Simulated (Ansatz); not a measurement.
Working through a comparison of methods with full CI of H₃N, SMILES N

Program: Ansatz 0.2.0, Python API.

Notebook, run cell by cell (the value of a cell's last expression is shown):

```python
import ansatz
```

```python
BASIS = "6-31G"

GEOMETRY = """
N    -0.06816    0.24283    0.10806
H     0.49193   -0.30047    0.75338
H    -0.89196   -0.30062   -0.11835
H     0.46819    0.35825   -0.74309
"""
```

```python
geometry = ansatz.Crystal.molecule()
for line in GEOMETRY.strip().splitlines():
    symbol, *xyz = line.split()
    geometry = geometry.atom(symbol, [float(v) for v in xyz])
```

```python
base = geometry.calculation().basis(gaussian=BASIS)
exact = base.correlation("fci").run(threads=1).report
print(f"full CI {exact['free_energy_ev'] / 27.211386246:.7f} Ha over {exact['configurations']['states'][0]['n_determinants']} determinants")
print("natural occupations", [round(n, 4) for n in exact["configurations"]["natural_occupations"]])
print(f"hf       misses {1000 * (exact['reference_energy_ev'] - exact['free_energy_ev']) / 27.211386246:9.3f} mHa")
for method in ["mp2", "ccsd", "ccsd_t", "ccsdt"]:
    e = base.correlation(method).run(threads=1).report["free_energy_ev"]
    print(f"{method:8s} misses {1000 * (e - exact['free_energy_ev']) / 27.211386246:9.3f} mHa")
```

    full CI -56.2922614 Ha over 1002001 determinants
    natural occupations [1.9839, 1.9743, 1.9684, 1.9684, 0.0257, 0.0257, 0.0235, 0.0167, 0.0045, 0.0045, 0.0026, 0.0008, 0.0008, 0.0005]
    hf       misses   130.380 mHa
    mp2      misses    14.638 mHa
    ccsd     misses     1.842 mHa
    ccsd_t   misses     0.429 mHa
    ccsdt    misses     0.300 mHa

Total energies depend on the basis set; only differences at equal settings carry meaning. Full CI is exact only within this small basis and its frozen core, at an unrelaxed geometry. Run time: 2.5 s on 1 thread of Arm Neoverse V2, with other jobs on the host, peak memory 0.2 GiB.
